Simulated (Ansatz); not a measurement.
# AlCN (singlet): wave-function methods side by side at a displaced geometry (v1), cc-pVDZ

The task here is to estimate one member of a computed series from the others.

Method: cc-pVDZ, core rule «outside noble gas», up to 7 orbitals frozen; program: Ansatz 0.2.0, Gaussian basis.

To be run: UHF; CCSD(T) on RHF; CCSD(T) on UHF; BCCD(T) on RHF; CISD; CCSDT(Q) on RHF; CCSDT(Q) on UHF.

22 further runs of the same task are left out: 4 for a known fault of the program, 7 that didn't finish, 11 set aside as unsound or not needed.

**The system**

The geometry is a PBE0/def2-TZVP stationary point (not a proven minimum) with its atoms shifted at random (size 0.040 Å).

3 atoms, charge 0, spin multiplicity 1.

Atoms are counted from 1 here; the program's logs count them from 0.

Bond lengths: Al1–C2 2.037 Å, C2–N3 1.202 Å. Angles: Al1–C2–N3 176.0°.

Set-up of the first run:

Contents of in.yaml:

```yaml
crystal:
  periodic: [false, false, false]
  atoms:
    - {symbol: Al, position_ang: [-0.015433, -0.009008, 1.757540]}
    - {symbol: C, position_ang: [-0.016266, -0.025151, -0.278913]}
    - {symbol: N, position_ang: [0.031698, 0.034159, -1.478627]}
basis:
  gaussian: {orbitals: cc-pVDZ}
magnetization: {spin_polarized: true, initial_magnetization: 0}
hamiltonian: {xc: hf}
output: {orbitals: {seedname: orbitals}}
```

The run is started by

```sh
> ansatz run in.yaml --threads 1 --pin off --events-out ev --progress --plain --max-ram 2393MiB
```

Among the steps run: UHF; CCSD(T) on RHF; CCSD(T) on UHF; BCCD(T) on RHF; CISD; CCSDT(Q) on RHF; CCSDT(Q) on UHF.

One table of the session follows, with a row left open; its other results are not shown here.

It belongs to the step «Misses and costs». 

```
   method  from RCCSDT(Q) (kcal/mol)
      RHF                    +225.60
      UHF                    +225.35
     RMP2                     +20.92
     CISD                     +34.56
    RCCSD                     +11.15
 RCCSD(T)                      +1.44
  BCCD(T)                      +1.40
   RCCSDT                          ?
RCCSDT(Q)                          0
```

**Question.** Estimate the row for RCCSDT.

The run gave: from RCCSDT(Q) (kcal/mol): +1.30. In the column «from RCCSDT(Q) (kcal/mol)» it lies between RCCSDT(Q) (0) and BCCD(T) (+1.40).

Not comparable, so not listed: CCSD(T) on UHF; CCSDT(Q) on UHF (they don't share determinant, frozen orbitals or solution with the rows shown, or repeat one).

To keep in mind: Warnings: restricted reference is unstable; spin contamination.
